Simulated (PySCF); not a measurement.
# HF: magnetic properties, part 1 of 2

Wanted: magnetic properties for HF (`F`).

Computed with PySCF 2.14.0 and routines of our own; the level stands in each step. Atoms count from 0.

## 1. The system as given

2 atoms, charge 0, multiplicity 1; geometry from: GFN2-xTB.

## 2. Geometry optimisation at PBE0-D3(BJ)/def2-SVP

What the job is given:

```
{"job": {"xc": "PBE0", "basis": "def2-SVP", "d3": "d3bj", "grid": 1, "kind": "geom"}, "charge": 0, "multiplicity": 1}
F      0.467565    -0.002812    -0.002937
H     -0.464808     0.004081    -0.011212
```

Command:

```console
> OMP_NUM_THREADS=1 python excited_run.py task.json out
```

The driver reads the jobs from task.json and runs them one after another.

Standard output:

```text
step   0  E = -100.25826449  max force = 0.013737
step   1  E = -100.25847595  max force = 0.001191
step   2  E = -100.25847900  max force = 0.000116
optimisation converged
```

Wall time 0.9 s (1 thread of Arm Neoverse V1, shared host).

The steps of the relaxation:

```csv
step,energy from step 0 (eV),largest force component (eV/Å)
0,0.0000,0.7064
1,-0.0058,0.0612
2,-0.0058,0.0060
```

The bond:

```csv
bond,before (Å),after (Å),change (Å)
F0–H1,0.932,0.920,-0.012
```

The final coordinates are the input of the step that follows.

```csv
at the end point,value
point group (found at 0.08 Å tolerance),C∞v
"rotational constants (GHz, main isotopes)","623.6, 623.6"
dipole moment (D),1.86
```

## 3. Magnetic properties: GIAO LC-wPBE/aug-pcSseg-2

What the job is given:

```
{"job": {"kind": "mag", "xc": "LC-wPBE", "basis": "aug-pcSseg-2"}, "charge": 0, "multiplicity": 1}
F      0.443669    -0.081788     0.089242
H     -0.440915     0.083057    -0.103391
```

Level: GIAO LC-wPBE/aug-pcSseg-2 magnetisability, rotational g tensor and spin-rotation constants, non-relativistic, gas phase.

Standard output:

```text
coarse grid: 1712 points
cycle   1  E = -100.4058975358  dE = -1.028e-01  |g| = 4.915e-01  |ddm| = 7.097e-01
cycle   2  E = -100.4106064643  dE = -4.709e-03  |g| = 5.218e-01  |ddm| = 3.429e-01
cycle   3  E = -100.4445956958  dE = -3.399e-02  |g| = 2.902e-02  |ddm| = 1.456e-01
cycle   4  E = -100.4446796855  dE = -8.399e-05  |g| = 5.434e-03  |ddm| = 8.322e-03
cycle   5  E = -100.4446854145  dE = -5.729e-06  |g| = 5.416e-04  |ddm| = 4.156e-03
final grid: 16976 points
cycle   6  E = -100.4425865569  dE = -4.577e-05  |g| = 2.862e-03  |ddm| = 1.920e-02
cycle   7  E = -100.4425867929  dE = -2.360e-07  |g| = 2.619e-03  |ddm| = 1.921e-03
cycle   8  E = -100.4425876130  dE = -8.201e-07  |g| = 2.362e-04  |ddm| = 7.291e-04
cycle   9  E = -100.4425876249  dE = -1.185e-08  |g| = 3.310e-05  |ddm| = 1.200e-04
cycle  10  E = -100.4425876254  dE = -5.447e-10  |g| = 7.428e-06  |ddm| = 3.527e-05
converged SCF energy = -100.4425876254

Magnetisability tensor (1e-30 J/T^2)
     -173.55       -1.47        1.71
       -1.47     -181.16       -0.32
        1.71       -0.32     -181.06
isotropic -178.59   principal values    -181.43   -181.43   -172.91
isotropic susceptibility -10.755 1e-6 cm^3/mol

Inertial axes            a          b          c
rot. const./GHz           -   623.6122   623.6122
chi total           -10.413    -10.926    -10.926
chi diamagnetic     -10.413    -11.700    -11.700
chi paramagnetic      0.000      0.774      0.774
quadrupole/D A        2.303     -1.151     -1.151
g nuclear                 -     0.9731     0.9731
g electronic              -    -0.2269    -0.2269
g total                   -     0.7463     0.7463

Spin-rotation constants (kHz, H = +C I.J)
atom  isotope        aa         bb         cc
  0    19F            -    305.023    305.023
  1     1H            -    -73.049    -73.049
```

It took 1.1 s on 1 thread of Arm Neoverse V1, shared host.

In short:

```csv
quantity,value
magnetisability,-179·10⁻³⁰ J/T²
molar susceptibility,-10.8·10⁻⁶ cm³/mol
"rotational g (a, b, c)","–, 0.7463, 0.7463"
```

## 4. Magnetic properties: GIAO B3LYP/3-21G

What the job is given:

```
{"job": {"kind": "mag", "xc": "B3LYP", "basis": "3-21G"}, "charge": 0, "multiplicity": 1}
F      0.443669    -0.081788     0.089242
H     -0.440915     0.083057    -0.103391
```

Method: GIAO B3LYP/3-21G magnetisability, rotational g tensor and spin-rotation constants, non-relativistic, gas phase.

Standard output:

```text
coarse grid: 1712 points
cycle   1  E = -99.7923617393  dE = -5.149e-02  |g| = 5.472e-01  |ddm| = 8.640e-01
cycle   2  E = -99.7900017631  dE =  2.360e-03  |g| = 6.101e-01  |ddm| = 6.179e-01
cycle   3  E = -99.8387347358  dE = -4.873e-02  |g| = 7.852e-03  |ddm| = 2.946e-01
cycle   4  E = -99.8387460694  dE = -1.133e-05  |g| = 3.302e-04  |ddm| = 6.702e-03
cycle   5  E = -99.8387461007  dE = -3.132e-08  |g| = 6.160e-05  |ddm| = 3.826e-04
final grid: 16976 points
cycle   6  E = -99.8608041721  dE = -8.694e-06  |g| = 2.611e-03  |ddm| = 4.693e-03
cycle   7  E = -99.8608040964  dE =  7.570e-08  |g| = 2.856e-03  |ddm| = 2.678e-03
cycle   8  E = -99.8608051374  dE = -1.041e-06  |g| = 3.284e-05  |ddm| = 1.285e-03
cycle   9  E = -99.8608051377  dE = -3.373e-10  |g| = 7.760e-06  |ddm| = 4.100e-05
converged SCF energy = -99.8608051377

Magnetisability tensor (1e-30 J/T^2)
     -151.03       -1.01        1.18
       -1.01     -156.26       -0.22
        1.18       -0.22     -156.19
isotropic -154.50   principal values    -156.45   -156.45   -150.59
isotropic susceptibility -9.304 1e-6 cm^3/mol

Inertial axes            a          b          c
rot. const./GHz           -   623.6122   623.6122
chi total            -9.069     -9.422     -9.422
chi diamagnetic      -9.069    -10.716    -10.716
chi paramagnetic      0.000      1.295      1.295
quadrupole/D A        1.895     -0.948     -0.948
g nuclear                 -     0.9731     0.9731
g electronic              -    -0.3793    -0.3793
g total                   -     0.5938     0.5938

Spin-rotation constants (kHz, H = +C I.J)
atom  isotope        aa         bb         cc
  0    19F            -    350.034    350.034
  1     1H            -    -87.305    -87.305
```

Wall time 0.22 s (1 thread of Arm Neoverse V1, shared host).

In short:

```csv
quantity,value
magnetisability,-154·10⁻³⁰ J/T²
molar susceptibility,-9.3·10⁻⁶ cm³/mol
"rotational g (a, b, c)","–, 0.5938, 0.5938"
```

## 5. Magnetic properties: GIAO B3LYP/def2-SVP

What the job is given:

```
{"job": {"kind": "mag", "xc": "B3LYP", "basis": "def2-SVP"}, "charge": 0, "multiplicity": 1}
F      0.443669    -0.081788     0.089242
H     -0.440915     0.083057    -0.103391
```

Method: GIAO B3LYP/def2-SVP magnetisability, rotational g tensor and spin-rotation constants, non-relativistic, gas phase.

Standard output:

```text
coarse grid: 1712 points
cycle   1  E = -100.2932348838  dE = -2.197e-02  |g| = 5.588e-01  |ddm| = 1.020e+00
cycle   2  E = -100.2636688786  dE =  2.957e-02  |g| = 7.306e-01  |ddm| = 7.077e-01
cycle   3  E = -100.3442536725  dE = -8.058e-02  |g| = 1.610e-02  |ddm| = 3.900e-01
cycle   4  E = -100.3442907468  dE = -3.707e-05  |g| = 2.761e-03  |ddm| = 9.439e-03
cycle   5  E = -100.3442917949  dE = -1.048e-06  |g| = 1.578e-04  |ddm| = 1.401e-03
final grid: 16976 points
cycle   6  E = -100.3532064904  dE = -1.252e-05  |g| = 1.719e-03  |ddm| = 7.671e-03
cycle   7  E = -100.3532063123  dE =  1.781e-07  |g| = 2.115e-03  |ddm| = 1.998e-03
cycle   8  E = -100.3532069865  dE = -6.742e-07  |g| = 4.597e-05  |ddm| = 1.117e-03
cycle   9  E = -100.3532069869  dE = -3.779e-10  |g| = 4.628e-06  |ddm| = 3.722e-05
converged SCF energy = -100.3532069869

Magnetisability tensor (1e-30 J/T^2)
     -158.38       -1.55        1.82
       -1.55     -166.42       -0.34
        1.82       -0.34     -166.32
isotropic -163.71   principal values    -166.71   -166.71   -157.69
isotropic susceptibility -9.859 1e-6 cm^3/mol

Inertial axes            a          b          c
rot. const./GHz           -   623.6122   623.6122
chi total            -9.496    -10.040    -10.040
chi diamagnetic      -9.496    -11.015    -11.015
chi paramagnetic      0.000      0.975      0.975
quadrupole/D A        2.041     -1.021     -1.021
g nuclear                 -     0.9731     0.9731
g electronic              -    -0.2858    -0.2858
g total                   -     0.6874     0.6874

Spin-rotation constants (kHz, H = +C I.J)
atom  isotope        aa         bb         cc
  0    19F            -    273.653    273.653
  1     1H            -    -78.209    -78.209
```

Wall time 0.23 s (1 thread of Arm Neoverse V1, shared host).

From this job:

```csv
quantity,value
magnetisability,-164·10⁻³⁰ J/T²
molar susceptibility,-9.9·10⁻⁶ cm³/mol
"rotational g (a, b, c)","–, 0.6874, 0.6874"
```

## 6. Magnetic properties: GIAO B3LYP/6-31++G**

What the job is given:

```
{"job": {"kind": "mag", "xc": "B3LYP", "basis": "6-31++G**"}, "charge": 0, "multiplicity": 1}
F      0.443669    -0.081788     0.089242
H     -0.440915     0.083057    -0.103391
```

With the program's defaults for keys left out, this is: GIAO B3LYP/6-31++G** magnetisability, rotational g tensor and spin-rotation constants, non-relativistic, gas phase.

Standard output:

```text
coarse grid: 1712 points
cycle   1  E = -100.4130960800  dE = -2.890e-02  |g| = 4.506e-01  |ddm| = 8.273e-01
cycle   2  E = -100.3704768173  dE =  4.262e-02  |g| = 7.072e-01  |ddm| = 6.620e-01
cycle   3  E = -100.4485388242  dE = -7.806e-02  |g| = 2.348e-02  |ddm| = 3.733e-01
cycle   4  E = -100.4486408701  dE = -1.020e-04  |g| = 2.652e-03  |ddm| = 1.328e-02
cycle   5  E = -100.4486419129  dE = -1.043e-06  |g| = 3.371e-04  |ddm| = 1.401e-03
final grid: 16976 points
cycle   6  E = -100.4504730541  dE = -1.046e-05  |g| = 1.110e-03  |ddm| = 5.608e-03
cycle   7  E = -100.4504729457  dE =  1.084e-07  |g| = 1.472e-03  |ddm| = 1.524e-03
cycle   8  E = -100.4504732794  dE = -3.337e-07  |g| = 1.003e-04  |ddm| = 7.671e-04
cycle   9  E = -100.4504732810  dE = -1.650e-09  |g| = 1.333e-05  |ddm| = 5.490e-05
cycle  10  E = -100.4504732811  dE = -3.510e-11  |g| = 1.080e-06  |ddm| = 9.613e-06
converged SCF energy = -100.4504732811

Magnetisability tensor (1e-30 J/T^2)
     -174.21       -1.16        1.36
       -1.16     -180.24       -0.25
        1.36       -0.25     -180.16
isotropic -178.21   principal values    -180.46   -180.46   -173.70
isotropic susceptibility -10.732 1e-6 cm^3/mol

Inertial axes            a          b          c
rot. const./GHz           -   623.6122   623.6122
chi total           -10.460    -10.868    -10.868
chi diamagnetic     -10.460    -11.711    -11.711
chi paramagnetic      0.000      0.844      0.844
quadrupole/D A        2.344     -1.172     -1.172
g nuclear                 -     0.9731     0.9731
g electronic              -    -0.2472    -0.2472
g total                   -     0.7259     0.7259

Spin-rotation constants (kHz, H = +C I.J)
atom  isotope        aa         bb         cc
  0    19F            -    287.504    287.504
  1     1H            -    -77.782    -77.782
```

Wall time 0.29 s (1 thread of Arm Neoverse V1, shared host).

From this job:

```csv
quantity,value
magnetisability,-178·10⁻³⁰ J/T²
molar susceptibility,-10.7·10⁻⁶ cm³/mol
"rotational g (a, b, c)","–, 0.7259, 0.7259"
```

## 7. Magnetic properties: GIAO B3LYP/pcSseg-2

What the job is given:

```
{"job": {"kind": "mag", "xc": "B3LYP", "basis": "pcSseg-2"}, "charge": 0, "multiplicity": 1}
F      0.443669    -0.081788     0.089242
H     -0.440915     0.083057    -0.103391
```

Level: GIAO B3LYP/pcSseg-2 magnetisability, rotational g tensor and spin-rotation constants, non-relativistic, gas phase.

Standard output:

```text
coarse grid: 1712 points
cycle   1  E = -100.4550679547  dE = -2.494e-02  |g| = 5.290e-01  |ddm| = 6.721e-01
cycle   2  E = -100.3999176209  dE =  5.515e-02  |g| = 8.365e-01  |ddm| = 5.222e-01
cycle   3  E = -100.4988683755  dE = -9.895e-02  |g| = 2.399e-02  |ddm| = 3.032e-01
cycle   4  E = -100.4989499139  dE = -8.154e-05  |g| = 4.591e-03  |ddm| = 1.100e-02
cycle   5  E = -100.4989520399  dE = -2.126e-06  |g| = 4.350e-04  |ddm| = 1.421e-03
final grid: 16976 points
cycle   6  E = -100.4935186353  dE = -3.010e-05  |g| = 2.715e-03  |ddm| = 7.242e-03
cycle   7  E = -100.4935178883  dE =  7.471e-07  |g| = 3.512e-03  |ddm| = 1.941e-03
cycle   8  E = -100.4935195395  dE = -1.651e-06  |g| = 2.946e-04  |ddm| = 1.224e-03
cycle   9  E = -100.4935195497  dE = -1.023e-08  |g| = 1.255e-05  |ddm| = 9.312e-05
cycle  10  E = -100.4935195497  dE = -1.860e-11  |g| = 2.969e-06  |ddm| = 5.735e-06
converged SCF energy = -100.4935195497

Magnetisability tensor (1e-30 J/T^2)
     -171.31       -1.50        1.75
       -1.50     -179.06       -0.33
        1.75       -0.33     -178.95
isotropic -176.44   principal values    -179.33   -179.33   -170.65
isotropic susceptibility -10.625 1e-6 cm^3/mol

Inertial axes            a          b          c
rot. const./GHz           -   623.6122   623.6122
chi total           -10.277    -10.800    -10.800
chi diamagnetic     -10.277    -11.622    -11.622
chi paramagnetic      0.000      0.822      0.822
quadrupole/D A        2.238     -1.119     -1.119
g nuclear                 -     0.9731     0.9731
g electronic              -    -0.2408    -0.2408
g total                   -     0.7323     0.7323

Spin-rotation constants (kHz, H = +C I.J)
atom  isotope        aa         bb         cc
  0    19F            -    336.875    336.875
  1     1H            -    -73.768    -73.768
```

Run time: 0.49 s. Hardware: 1 thread of Arm Neoverse V1, shared host.

From this job:

```csv
quantity,value
magnetisability,-176·10⁻³⁰ J/T²
molar susceptibility,-10.6·10⁻⁶ cm³/mol
"rotational g (a, b, c)","–, 0.7323, 0.7323"
```

## 8. Magnetic properties: GIAO B3LYP/Sadlej pVTZ

What the job is given:

```
{"job": {"kind": "mag", "xc": "B3LYP", "basis": "Sadlej pVTZ"}, "charge": 0, "multiplicity": 1}
F      0.443669    -0.081788     0.089242
H     -0.440915     0.083057    -0.103391
```

Level: GIAO B3LYP/Sadlej pVTZ magnetisability, rotational g tensor and spin-rotation constants, non-relativistic, gas phase.

Standard output:

```text
coarse grid: 1712 points
cycle   1  E = -100.4433386824  dE = -2.314e-02  |g| = 4.720e-01  |ddm| = 1.581e+00
cycle   2  E = -100.3862893960  dE =  5.705e-02  |g| = 7.737e-01  |ddm| = 8.012e-01
cycle   3  E = -100.4843076712  dE = -9.802e-02  |g| = 2.259e-02  |ddm| = 4.312e-01
cycle   4  E = -100.4843908925  dE = -8.322e-05  |g| = 4.347e-03  |ddm| = 1.865e-02
cycle   5  E = -100.4843935823  dE = -2.690e-06  |g| = 3.725e-04  |ddm| = 2.675e-03
final grid: 16976 points
cycle   6  E = -100.4811728225  dE = -1.392e-05  |g| = 1.641e-03  |ddm| = 2.003e-02
cycle   7  E = -100.4811724884  dE =  3.340e-07  |g| = 2.237e-03  |ddm| = 2.185e-03
cycle   8  E = -100.4811732972  dE = -8.087e-07  |g| = 1.308e-04  |ddm| = 1.314e-03
cycle   9  E = -100.4811732997  dE = -2.595e-09  |g| = 1.712e-05  |ddm| = 7.165e-05
cycle  10  E = -100.4811732998  dE = -5.329e-11  |g| = 2.689e-06  |ddm| = 2.170e-05
converged SCF energy = -100.4811732998

Magnetisability tensor (1e-30 J/T^2)
     -173.53       -1.54        1.80
       -1.54     -181.51       -0.34
        1.80       -0.34     -181.40
isotropic -178.81   principal values    -181.79   -181.79   -172.85
isotropic susceptibility -10.768 1e-6 cm^3/mol

Inertial axes            a          b          c
rot. const./GHz           -   623.6122   623.6122
chi total           -10.409    -10.948    -10.948
chi diamagnetic     -10.409    -11.739    -11.739
chi paramagnetic      0.000      0.791      0.791
quadrupole/D A        2.256     -1.128     -1.128
g nuclear                 -     0.9731     0.9731
g electronic              -    -0.2317    -0.2317
g total                   -     0.7415     0.7415

Spin-rotation constants (kHz, H = +C I.J)
atom  isotope        aa         bb         cc
  0    19F            -    309.033    309.033
  1     1H            -    -78.630    -78.630
```

Wall time 0.39 s (1 thread of Arm Neoverse V1, shared host).

From this job:

```csv
quantity,value
magnetisability,-179·10⁻³⁰ J/T²
molar susceptibility,-10.8·10⁻⁶ cm³/mol
"rotational g (a, b, c)","–, 0.7415, 0.7415"
```

## 9. Magnetic properties: GIAO B3LYP/STO-3G

What the job is given:

```
{"job": {"kind": "mag", "xc": "B3LYP", "basis": "STO-3G"}, "charge": 0, "multiplicity": 1}
F      0.443669    -0.081788     0.089242
H     -0.440915     0.083057    -0.103391
```

Level: GIAO B3LYP/STO-3G magnetisability, rotational g tensor and spin-rotation constants, non-relativistic, gas phase.

Standard output:

```text
coarse grid: 1712 points
cycle   1  E = -98.8888645131  dE =  1.104e-02  |g| = 3.224e-01  |ddm| = 1.190e+00
cycle   2  E = -98.9229072191  dE = -3.404e-02  |g| = 1.769e-01  |ddm| = 8.497e-01
cycle   3  E = -98.9354213097  dE = -1.251e-02  |g| = 1.748e-03  |ddm| = 2.914e-01
cycle   4  E = -98.9354226816  dE = -1.372e-06  |g| = 3.170e-05  |ddm| = 3.514e-03
final grid: 16976 points
cycle   5  E = -98.9201926522  dE = -2.709e-06  |g| = 1.268e-03  |ddm| = 5.114e-03
cycle   6  E = -98.9201930951  dE = -4.429e-07  |g| = 6.617e-04  |ddm| = 2.936e-03
cycle   7  E = -98.9201932683  dE = -1.732e-07  |g| = 4.977e-06  |ddm| = 1.052e-03
cycle   8  E = -98.9201932683  dE = -1.040e-11  |g| = 6.801e-08  |ddm| = 9.734e-06
converged SCF energy = -98.9201932683

Magnetisability tensor (1e-30 J/T^2)
     -136.14       -0.54        0.63
       -0.54     -138.94       -0.12
        0.63       -0.12     -138.91
isotropic -138.00   principal values    -139.04   -139.04   -135.90
isotropic susceptibility -8.310 1e-6 cm^3/mol

Inertial axes            a          b          c
rot. const./GHz           -   623.6122   623.6122
chi total            -8.184     -8.373     -8.373
chi diamagnetic      -8.184    -10.448    -10.448
chi paramagnetic      0.000      2.074      2.074
quadrupole/D A        1.198     -0.599     -0.599
g nuclear                 -     0.9731     0.9731
g electronic              -    -0.6077    -0.6077
g total                   -     0.3654     0.3654

Spin-rotation constants (kHz, H = +C I.J)
atom  isotope        aa         bb         cc
  0    19F            -    445.392    445.392
  1     1H            -   -103.766   -103.766
```

Run time: 0.18 s. Hardware: 1 thread of Arm Neoverse V1, shared host.

In short:

```csv
quantity,value
magnetisability,-138·10⁻³⁰ J/T²
molar susceptibility,-8.3·10⁻⁶ cm³/mol
"rotational g (a, b, c)","–, 0.3654, 0.3654"
```

## 10. Magnetic properties: GIAO B3LYP/6-31G

What the job is given:

```
{"job": {"kind": "mag", "xc": "B3LYP", "basis": "6-31G"}, "charge": 0, "multiplicity": 1}
F      0.443669    -0.081788     0.089242
H     -0.440915     0.083057    -0.103391
```

Method: GIAO B3LYP/6-31G magnetisability, rotational g tensor and spin-rotation constants, non-relativistic, gas phase.

Standard output:

```text
coarse grid: 1712 points
cycle   1  E = -100.3457539410  dE =  5.557e-03  |g| = 5.681e-01  |ddm| = 8.777e-01
cycle   2  E = -100.3170014883  dE =  2.875e-02  |g| = 7.473e-01  |ddm| = 7.518e-01
cycle   3  E = -100.4008298971  dE = -8.383e-02  |g| = 6.142e-03  |ddm| = 4.044e-01
cycle   4  E = -100.4008381467  dE = -8.250e-06  |g| = 4.020e-04  |ddm| = 6.267e-03
final grid: 16976 points
cycle   5  E = -100.4027369485  dE = -9.057e-06  |g| = 1.261e-03  |ddm| = 5.246e-03
cycle   6  E = -100.4027369034  dE =  4.511e-08  |g| = 1.505e-03  |ddm| = 1.669e-03
cycle   7  E = -100.4027372451  dE = -3.417e-07  |g| = 5.403e-05  |ddm| = 8.093e-04
cycle   8  E = -100.4027372457  dE = -5.380e-10  |g| = 5.572e-06  |ddm| = 4.001e-05
converged SCF energy = -100.4027372457

Magnetisability tensor (1e-30 J/T^2)
     -158.20       -1.05        1.23
       -1.05     -163.63       -0.23
        1.23       -0.23     -163.56
isotropic -161.80   principal values    -163.83   -163.83   -157.74
isotropic susceptibility -9.744 1e-6 cm^3/mol

Inertial axes            a          b          c
rot. const./GHz           -   623.6122   623.6122
chi total            -9.499     -9.866     -9.866
chi diamagnetic      -9.499    -11.051    -11.051
chi paramagnetic      0.000      1.185      1.185
quadrupole/D A        2.004     -1.002     -1.002
g nuclear                 -     0.9731     0.9731
g electronic              -    -0.3472    -0.3472
g total                   -     0.6260     0.6260

Spin-rotation constants (kHz, H = +C I.J)
atom  isotope        aa         bb         cc
  0    19F            -    391.272    391.272
  1     1H            -    -88.063    -88.063
```

Run time: 0.21 s. Hardware: 1 thread of Arm Neoverse V1, shared host.

In short:

```csv
quantity,value
magnetisability,-162·10⁻³⁰ J/T²
molar susceptibility,-9.7·10⁻⁶ cm³/mol
"rotational g (a, b, c)","–, 0.6260, 0.6260"
```

## 11. Magnetic properties: GIAO B3LYP/cc-pVTZ

What the job is given:

```
{"job": {"kind": "mag", "xc": "B3LYP", "basis": "cc-pVTZ"}, "charge": 0, "multiplicity": 1}
F      0.443669    -0.081788     0.089242
H     -0.440915     0.083057    -0.103391
```

With the program's defaults for keys left out, this is: GIAO B3LYP/cc-pVTZ magnetisability, rotational g tensor and spin-rotation constants, non-relativistic, gas phase.

Standard output:

```text
coarse grid: 1712 points
cycle   1  E = -100.4428887975  dE = -2.454e-02  |g| = 5.358e-01  |ddm| = 2.226e+00
cycle   2  E = -100.3995870809  dE =  4.330e-02  |g| = 8.040e-01  |ddm| = 1.278e+00
cycle   3  E = -100.4873222784  dE = -8.774e-02  |g| = 2.123e-02  |ddm| = 7.113e-01
cycle   4  E = -100.4873881461  dE = -6.587e-05  |g| = 4.693e-03  |ddm| = 2.595e-02
cycle   5  E = -100.4873906417  dE = -2.496e-06  |g| = 2.561e-04  |ddm| = 3.944e-03
final grid: 16976 points
cycle   6  E = -100.4835862372  dE = -2.615e-05  |g| = 1.907e-03  |ddm| = 2.497e-02
cycle   7  E = -100.4835861032  dE =  1.339e-07  |g| = 2.113e-03  |ddm| = 3.435e-03
cycle   8  E = -100.4835866721  dE = -5.689e-07  |g| = 3.161e-04  |ddm| = 2.205e-03
cycle   9  E = -100.4835866837  dE = -1.152e-08  |g| = 1.796e-05  |ddm| = 2.800e-04
cycle  10  E = -100.4835866837  dE = -3.730e-11  |g| = 4.375e-06  |ddm| = 1.816e-05
converged SCF energy = -100.4835866837

Magnetisability tensor (1e-30 J/T^2)
     -165.52       -1.59        1.86
       -1.59     -173.77       -0.35
        1.86       -0.35     -173.66
isotropic -170.99   principal values    -174.07   -174.07   -164.82
isotropic susceptibility -10.297 1e-6 cm^3/mol

Inertial axes            a          b          c
rot. const./GHz           -   623.6122   623.6122
chi total            -9.926    -10.483    -10.483
chi diamagnetic      -9.926    -11.332    -11.332
chi paramagnetic      0.000      0.849      0.849
quadrupole/D A        2.169     -1.084     -1.084
g nuclear                 -     0.9731     0.9731
g electronic              -    -0.2488    -0.2488
g total                   -     0.7244     0.7244

Spin-rotation constants (kHz, H = +C I.J)
atom  isotope        aa         bb         cc
  0    19F            -    327.221    327.221
  1     1H            -    -74.459    -74.459
```

Run time: 0.43 s. Hardware: 1 thread of Arm Neoverse V1, shared host.

From this job:

```csv
quantity,value
magnetisability,-171·10⁻³⁰ J/T²
molar susceptibility,-10.3·10⁻⁶ cm³/mol
"rotational g (a, b, c)","–, 0.7244, 0.7244"
```

(Continued in part 2 of 2.)
